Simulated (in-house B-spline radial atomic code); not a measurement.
**RPA and G0W0 on BHandHLYP: neutral helium**

Configuration 1s2, mean-field start BHandHLYP. Computed with an all-electron radial atomic-structure program (B-spline basis): all electrons, non-relativistic, point nucleus, each spin shell either full or empty, empty states to l = 9 with an (l + 1/2)⁻⁴ tail; G0W0 by contour deformation at full frequency.

Command:
```bash
python run_gw.py task.json out
```
Settings (radii: box in bohr, nucleus in fm):
```
Z                        2
electrons                2
configuration            1s2
hamiltonian              nr
method                   bhandhlyp
lmax                     9
spin_polarised           False
box_radius               40
intervals                44
ion_configuration        1s1
```

Run time, properties included: 1.4 s on 1 thread of AMD EPYC 7R43 64-Core Processor, with other jobs on the host.

Energies (hartree):

| term | value |
| --- | --- |
| mean-field total | -2.90576 |
| Hartree-Fock functional on these orbitals | -2.86122 |
| direct second order | -0.084637 |
| second-order exchange | 0.042319 |
| SOSEX correction | 0.037306 |

Task: What is the RPA correlation energy, and what remains with SOSEX?

Result: RPA gives -0.07461 hartree (-1.02 eV per electron); RPA + SOSEX gives -0.037305, and the second-order doubles -0.042318 hartree (no singles). SOSEX takes back 50 % of the RPA value, the self-correlation of each of the two electrons.

Quasi-particle levels (eV):

```
level  occupied  mean field  Σx - vxc  Σc  QP weight  G0W0
   1s       yes     -20.835     -4.19   ?          ?     ?
```

G0W0 = mean field + (Σx - vxc) + Σc, with Σc (partial-wave tail included) taken at the quasi-particle energy.

Task: Where does G0W0 put 1s?

Result: At -24.387 eV, with Σc = 0.64 eV and a quasi-particle weight of 0.927. The tabulated removal energy is 24.587 eV (NIST, measured).

Task: What does it cost to remove one electron (to 1s1) by differences of total energies, each species on its own start (correlation terms add to the Hartree-Fock functional)?

Result: BHandHLYP 24.718 eV, Hartree-Fock functional 23.439 eV, + RPA 24.930 eV, + RPA + SOSEX 24.454 eV, + second order 24.591 eV. Tabulated: 24.587 eV (NIST, measured).
